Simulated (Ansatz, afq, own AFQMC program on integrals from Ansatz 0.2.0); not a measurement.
Integrals from Ansatz 0.2.0, then the random walk in our own AFQMC program (afq).

```yaml
crystal:
  periodic: [false, false, false]
  atoms:
    - {symbol: Cl, position_ang: [0.000000, 0.000000, 0.000000]}
basis:
  gaussian: {orbitals: 6-31G}
total_charge: 1
magnetization: {spin_polarized: false}
correlation: {method: ccsd_t, electrons: outside_noble_gas, hamiltonian_folder: ham}
```

```sh
$ ansatz run in.yaml --threads 1 --pin off --events-out ev --progress --plain --max-ram 1382MiB
```

Options of the walk:

```
--method phaseless --trial cid --walkers 2 --populations 1 --least-time 40 --time-step 0.005 --steps-per-block 10 --equilibration-blocks 120 --max-blocks 800 --target-error 0.00058 --factor-cut 1e-05 --seed 703 --taylor-order 6
```

Times are imaginary, in 1/Eh. The walk had a cap of 74 s.

```
orbitals 8  electrons 3 3  factors 29 of 59
reference energy -458.91265575 Eh
CCSD correlation -0.04603112 Eh in 20 cycles, weight of the determinant in the CISD state 0.7344
energy of the start -458.958691 Eh
 block  time / (1/Eh)  mean weight  energy / Eh
     1     0.050  1.0021  -458.958667
     2     0.100  1.0034  -458.958699
     3     0.150  1.0012  -458.958662
     4     0.200  0.9951  -458.958516
     5     0.250  0.9992  -458.958533
     9     0.450  1.0010  -458.958718
    70     3.500  0.9940  -458.958041
   162     8.100  0.9942  -458.915339
   254    12.700  0.9930  -458.951858
   323    16.150  0.9945  -459.019588
   346    17.300  1.0002  -458.958829
   438    21.900  0.9928  -458.957558
   530    26.500  1.0359  -458.967163
   622    31.100  1.0001  -458.957733
   714    35.700  0.9983  -458.967737
   806    40.300  1.0000  -458.954569
   898    44.900  0.9989  -458.961588
blocks merged  error / Eh  count
     1  0.000460  800
     2  0.000630  400
     4  0.000818  200
     8  0.001017  100
    16  0.001253  50
    32  0.001391  25
    64  0.001146  12
energy -458.961872 +/- 0.001391 Eh
(rows thinned)
```

The run passed its tests (sampling time, drift between the halves within three errors, error under three times the target), which doesn't prove that it has relaxed.

Against this walk (error 37.9 meV) on the same determinant: CCSD(T) 20.7 meV higher (within the noise), CCSDT(Q) 3.4 meV higher (within the noise), CCSDTQ 2.8 meV higher (within the noise), full CI 2.8 meV higher (within the noise), a separate phaseless walk with a CISD trial and standard settings 18.0 ± 38.0 meV higher (within the noise). The error is statistical and leaves out the bias of the constraint.

A setting was made bad on purpose (too few walkers), so the walk's energy isn't to be trusted.

Cautions: constraint bias not in the error; error above the target (37.9 against 15.8 meV); another spin lies lower (by 1.75 eV); restricted determinant unstable towards unrestricted (UHF 1.74 eV lower, ⟨S²⟩ 1.00); strong correlation (T1 0.002, weight of the determinant 0.73, largest double 0.42); CCSD(T) lies above an unrestricted determinant, so it isn't the lowest state; CCSDT(Q) lies above an unrestricted determinant, so it isn't the lowest state; CCSDTQ lies above an unrestricted determinant, so it isn't the lowest state; the determinant fills the p orbitals unequally in pairs, so it mixes two states of the atom (¹D and ¹S), and each level undoes that mixture to a different degree, while full CI gives the lower state; CCSDTQ on the UHF determinant differs (1.75 eV lower), perhaps since the unrestricted series falls towards higher spin; so few walkers bias the energy.

CCSDT and higher add their correlation energy to the determinant of the CCSD(T) run, since their own runs factorise the integrals more tightly (a shift of under 2 meV).
